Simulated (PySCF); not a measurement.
**Löwdin shares of the frontier orbitals**

Compound: 2,4-hexadiyne, C₆H₆.
Cartesian coordinates in Å at the PBE0-D3(BJ)/def2-TZVP level; atoms count from 1:
```
atom  x, y, z in Å
C1     2.713   -1.931    0.298
C2     1.541   -1.091    0.189
C3     0.562   -0.389    0.097
C4    -0.547    0.397   -0.007
C5    -1.529    1.094   -0.099
C6    -2.708    1.924   -0.209
H7     2.915   -2.186    1.342
H8     3.596   -1.426   -0.103
H9     2.578   -2.864   -0.256
H10   -2.602    2.836    0.384
H11   -2.885    2.215   -1.248
H12   -3.594    1.392    0.147
```

Theory: PySCF 2.14.0, density-fitted response routines, TDDFT CAM-B3LYP/aug-cc-pVTZ, vertical, gas phase, core orbitals frozen in the response. Geometry: PBE0-D3(BJ)/def2-TZVP; no solvent, vibrations or thermal averaging.

Kohn–Sham orbitals with the atoms that hold most of them (Löwdin shares over 4%, at most four atoms; ? is withheld):

```tsv
orbital	ε (eV)	atoms
LUMO+2	0.80	H8 13%, H12 13%, C1 12%, C6 12%
LUMO+1	0.31	H8 15%, H10 15%, H11 15%, H7 15%
LUMO	?	H12 15%, H9 15%, H7 15%, H11 15%
HOMO	-7.95	C2 22%, C5 22%, C3 19%, C4 19%
HOMO-1	-7.95	C2 22%, C5 22%, C4 19%, C3 19%
HOMO-2	-10.80	C4 28%, C3 28%, C5 13%, C2 13%
HOMO-3	-10.80	C3 28%, C4 28%, C2 13%, C5 13%
```

What is the LUMO energy, and the HOMO–LUMO gap?

ε(LUMO) = 0.22 eV; the gap is 8.17 eV (0.3002 hartree).

Within 0.005 eV of a neighbour in this list lie HOMO-3/HOMO-2 and HOMO-1/HOMO.

The HOMO–LUMO gap is 8.17 eV. Where does the response calculation put the lowest singlet, and from which orbitals?

S1 is at 4.78 eV (f = 0.0000), 3.39 eV below the gap, made of HOMO-1/HOMO→LUMO+6 (≥28%), HOMO-1/HOMO→LUMO+7 (≥27%), HOMO-1/HOMO→LUMO+2 (≥18%). Without the coupling terms of the response equations the lowest excitation would equal the gap.

Next come S2 at 4.95 eV (f 0.0008), HOMO-1/HOMO→LUMO+7 (≥30%), HOMO-1/HOMO→LUMO+6 (≥18%); S3 at 4.95 eV (f 0.0007), HOMO-1/HOMO→LUMO+6 (≥30%), HOMO-1/HOMO→LUMO+7 (≥18%); S4 at 5.88 eV (f 0.0000), HOMO-1/HOMO→LUMO (≥80%), HOMO-1/HOMO→LUMO+8 (≥12%); S5 at 5.88 eV (f 0.0000), HOMO-1/HOMO→LUMO (≥80%), HOMO-1/HOMO→LUMO+8 (≥12%).

Orbitals of the list HOMO-3 to LUMO+2 that lie within 0.01 eV of each other are written together with a slash and their weights summed (≥ marks a lower bound); for degenerate orbitals outside that list single weights are arbitrary.

Löwdin shares depend on the basis, the more so with diffuse functions.
